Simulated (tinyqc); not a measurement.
Inside a calculation. Method: geometry optimisation on the RHF/sto-3g surface (energies and gradients from PySCF), for OH-, spin multiplicity 1. The basis has no diffuse functions, so it cannot describe the extra electron: this is an exercise in the method, not the real anion. One step of it, computed by the program tinyqc.

Problem. Step 3: move. Quasi-Newton step p = -H^(-1) g (the inverse Hessian comes from BFGS updates; coordinates in the order x, y, z of each atom); steps longer than 0.3 bohr are cut back.

positions after step 2 (bohr), order 1O, 2H:
$$\begin{pmatrix}
0.000000 & 0.000000 & -0.111300 \\
0.000000 & 0.000000 & 1.940555
\end{pmatrix}$$

gradient (hartree/bohr), order 1O, 2H:
$$\begin{pmatrix}
0.00000000 & 0.00000000 & -0.01169890 \\
0.00000000 & 0.00000000 & 0.01169890
\end{pmatrix}$$

inverse Hessian in use (bohr^2/hartree):
$$\begin{pmatrix}
1.666667 & 0.000000 & 0.000000 & 0.000000 & 0.000000 & 0.000000 \\
0.000000 & 1.666667 & 0.000000 & 0.000000 & 0.000000 & 0.000000 \\
0.000000 & 0.000000 & 1.707180 & 0.000000 & 0.000000 & -0.040513 \\
0.000000 & 0.000000 & 0.000000 & 1.666667 & 0.000000 & 0.000000 \\
0.000000 & 0.000000 & 0.000000 & 0.000000 & 1.666667 & 0.000000 \\
0.000000 & 0.000000 & -0.040513 & 0.000000 & 0.000000 & 1.707180
\end{pmatrix}$$

Give: positions after step 3.

Solution.

positions after step 3 (bohr), order 1O, 2H:
$$\begin{pmatrix}
0.000 & 0.000 & -0.091 \\
0.000 & 0.000 & 1.920
\end{pmatrix}$$
